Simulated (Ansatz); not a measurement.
Isomers of C4H4OS, relaxed with PBE0-D4/def2-TZVP in Ansatz; electronic energies, one conformer each and not always the lowest. Functionals use def2-TZVPP; CBS adds triple-zeta CCSD(T) − MP2 to the MP2 limit of def2-TZVPP and def2-QZVPP.

(1) Order them by energy at frozen-core CCSD(T)/CBS, lowest first. (Estimate.)
A. `Oc1cccs1`
B. `Oc1ccsc1`
C. `CC#COC=S`

(2) How do B3LYP, PBE0-D4, MP2/CBS(def2), PBE-D4 place them (kJ/mol, against `Oc1ccsc1`)? (An estimate is asked.)

## Answers

(1) B (0.0 kJ/mol), A (11.9 kJ/mol), C (262.3 kJ/mol).

(2) Computed: 
```tsv
isomer	B3LYP	PBE0-D4	MP2/CBS(def2)	PBE-D4
`Oc1cccs1`	11.4	11.7	12.9	11.0
`CC#COC=S`	234.6	278.5	283.4	262.2
```

B3LYP here is the variant with VWN-RPA as its local correlation; programs differ in this.
